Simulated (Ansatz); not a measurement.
A plane-wave DFT run in Ansatz 0.2.0 (scalar-relativistic PAW potentials unless the input names others): input and command.

```yaml
crystal:
  lattice:
    - [2.2283012572, 0.0, 0.0]
    - [-1.1141506286, 1.929765496, 0.0]
    - [0.0, 0.0, 3.5115656559]
  atoms:
    - { symbol: Be, position: [0.3333333333, 0.6666666667, 0.25] }
    - { symbol: Be, position: [0.6666666667, 0.3333333333, 0.75] }
basis:
  ecutwfc: 420
kpoints:
  mp_grid: { grid: [24, 24, 12] }
hamiltonian:
  xc: lda
  hubbard: { sites: [{ species: Be, l: f, u_eff: 30.0 }] }
scf:
  occupations: { method: gaussian, width: 0.1 }
  max_iter: 60
output:
  forces: true
  eigenvalues: true
  stress: true
```

```bash
ansatz run input.yaml --threads 1 --pin off --max-ram 2560MiB --backend cpu --events-out ev --progress --plain --runs-dir out
```

**Question.** What is wrong with this input?

**Answer.** The program refuses it, because of a U on a shell that isn't there (hamiltonian.hubbard: not typed → {"sites": [{"species": "Be", "l": "f", "u_eff": 30.0}]}). Without that key it is accepted.

Abridged log:
```
Error: inconsistent input (hamiltonian.hubbard.sites[].l, hamiltonian.hubbard.sites[].shell): the file of Be doesn't list 4f, and it can't be added: PBE doesn't bind the shell 4f of the free atom, whose level lies at +1.11 eV. Type an atom or ion with it (hamiltonian.pseudopotentials.projection_atoms), take another file or name another shell
```